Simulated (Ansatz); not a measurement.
Basis-set extrapolation for acetonitrile (PBE0-D4/def2-TZVP geometry, frozen core, the Gaussian-basis code of Ansatz). Multiplicity 1, RHF reference.

```tsv
	def2-TZVPP	def2-QZVPP
HF	-131.978531	-131.984110
MP2 correlation	-0.512669	-0.545914
CCSD(T) correlation	-0.552169	-0.581609
```

Energies in hartree. Use E(X) = E(∞) + A·exp(−7.88·√X) for Hartree–Fock and E(X) = E(∞) + B·X^(−2.97) for correlation, with X = 3 and 4.

Q: What is the CCSD(T) energy at the basis-set limit?

A: HF limit: -131.984110 + (-0.005579) × 0.13774 = -131.98488. Correlation limit: -0.581609 + (-0.029440) × 0.74074 = -0.60342. Total: -132.58830 hartree, 151.2 kJ/mol below CCSD(T)/def2-TZVPP.
